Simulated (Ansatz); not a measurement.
**AlH3S (SMILES [AlH2][SH]): functionals against CCSD(T) at one geometry**

One table from this session's results is given with a row withheld; the runs are named, their logs left out.

The runs use Ansatz 0.2.0, Gaussian basis; single points in def2-TZVPP.

Correlated methods freeze the cores.

## The system as given

SMILES `[AlH2][SH]`, 5 atoms, charge 0, spin multiplicity 1.

Atoms are counted from 1 here; the program's logs count them from 0.

Bond lengths: Al1–S2 2.228 Å, Al1–H3 1.541 Å, Al1–H4 1.426 Å, S2–H5 1.451 Å. Angles: S2–Al1–H3 120.9°, S2–Al1–H4 123.1°, H3–Al1–H4 115.9°, Al1–S2–H5 104.9°.

Coordinates:

```
atom    x (Å)    y (Å)    z (Å)
 Al1  -0.6306   0.1541  -0.2244
  S2   1.1457   0.3435   1.1065
  H3  -1.7503  -0.8567   0.0902
  H4  -0.7757   0.8867  -1.4393
  H5   2.0981  -0.6256   0.5963
```

Set-up of the first run:

The input, run/in.yaml:

```yaml
crystal:
  periodic: [false, false, false]
  atoms:
    - {symbol: Al, position_ang: [-0.630600, 0.154100, -0.224400]}
    - {symbol: S, position_ang: [1.145700, 0.343500, 1.106500]}
    - {symbol: H, position_ang: [-1.750300, -0.856700, 0.090200]}
    - {symbol: H, position_ang: [-0.775700, 0.886700, -1.439300]}
    - {symbol: H, position_ang: [2.098100, -0.625600, 0.596300]}
basis:
  gaussian: {orbitals: def2-TZVPP}
correlation: {method: ccsd_t}
output: {forces: true}
```

No record of the launch command was kept for these runs.

Steps of the session up to this table: CCSD(T)/def2-TZVPP; PBE0-D4/def2-TZVPP; wB97M-V/def2-TZVPP; r2SCAN-D4/def2-TZVPP; PBE-D4/def2-TZVPP; SPW92/def2-TZVPP; CAM-B3LYP-D4/def2-TZVPP.

One table of the session follows, with a row left open; its other results are not shown here.

| method | RMS force component (eV/Å) | angle to CCSD(T) forces (°) | dipole (D) |
| --- | --- | --- | --- |
| CCSD(T) | 1.273 | reference | 0.91 |
| PBE0-D4 | 1.282 | 2.1 | 0.94 |
| wB97M-V | 1.244 | 2.0 | 0.94 |
| r2SCAN-D4 | 1.266 | 2.1 | 0.92 |
| PBE-D4 | ? | ? | ? |
| SPW92 | 1.244 | 8.2 | 0.92 |
| CAM-B3LYP-D4 | 1.254 | 2.5 | 0.98 |

**Question.** Estimate the row for PBE-D4.

The run gave: RMS force component (eV/Å): 1.242; angle to CCSD(T) forces (°): 5.8; dipole (D): 0.86. In the column «RMS force component (eV/Å)» it is the lowest.
